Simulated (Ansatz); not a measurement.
## Rutile TiO₂

The numbers are results of HSE06 (Ansatz, a first-principles code, PAW), not measurements.

Run with plane-wave cutoff 500 eV, 6×6×8 k mesh (along the axes of the cell as run), gaussian smearing 0.02 eV, no spin polarisation, scalar-relativistic PAW data made under PBE.

Cell: relaxed at this level.

```yaml
equilibrium_volume_per_atom: 10.30 Å³/atom
equilibrium_lattice_constant_a: 4.580 Å
c axis length: 2.944 Å
band_gap: 3.44 eV (on the SCF k mesh)
```

Measured, for comparison: lattice constant a 4.587 Å, lattice parameter c 2.954 Å (15 K, zero-point motion not removed; as tabulated in Burdett, Hughbanks, Miller, Richardson, Smith, powder neutron diffraction …). Computed (rounded) less measured: lattice constant a -0.2 %, lattice parameter c -0.3 %.

Static lattice: no zero-point or thermal effects.
